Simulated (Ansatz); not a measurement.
## Which method gave which barrier?

Saddle point of SiNH7O, singlet (SiNH₅ ([NH2][SiH3]) + H₂O → SiH₄O ([OH][SiH3]) + NH₃; bonds formed: Si1–O7, N2–H6; bonds broken: Si1–N2, H6–O7), PBE0-D4/def2-TZVP structure:

Si1  (-0.771, 0.052, -0.382)
N2  (0.461, -0.714, 0.814)
H3  (-1.774, -1.088, -0.295)
H4  (-1.592, 1.154, 0.174)
H5  (-0.459, -0.049, -1.836)
H6  (1.100, 0.255, 0.456)
O7  (0.818, 1.295, -0.227)
H8  (0.152, -0.731, 1.779)
H9  (0.773, -1.642, 0.558)
H10  (1.292, 1.467, -1.042)
(Å)

Ansatz 0.2.0; basis: def2-TZVPP, with def2-QZVPP for the basis limit; cores frozen in the correlated methods. Extrapolation: Hartree–Fock as exp(−7.88 √X), correlation as X^−2.97. Four methods, as single points on the PBE0-D4 structures, gave these electronic barriers from the start structure: 0.555, 1.009, 1.161, 1.711 eV.

Q: The methods were, in alphabetical order, CCSD(T), HF, PBE0-D4, SPW92. Which gave which? (A judgement: the text doesn't fix the answer.)

A: By the calculation: SPW92 0.555; PBE0-D4 1.009; CCSD(T) 1.161; HF 1.711 eV. For comparison, CCSD(T) at an estimated basis limit (MP2 extrapolated from triple and quadruple zeta, plus CCSD(T) − MP2 in triple zeta) gives 1.169 eV.

T1 diagnostic: at most 0.011.

The step is the kind of ligand exchange by which a precursor binds to a hydroxyl group, or is hydrolysed, in atomic layer deposition of oxides.

Labels in which every atom is bracketed show which atoms are joined, not bond orders.

For scale, one of the runs: CCSD(T)/def2-TZVPP, 202 basis functions, launched by `ansatz run in.yaml --threads 2 --pin off --events-out ev --progress --plain --max-ram 4352MiB`. The run took 48 s on 2 CPU threads of an Arm Neoverse V2 (shared host), with 2.5 GiB of host memory at its peak.
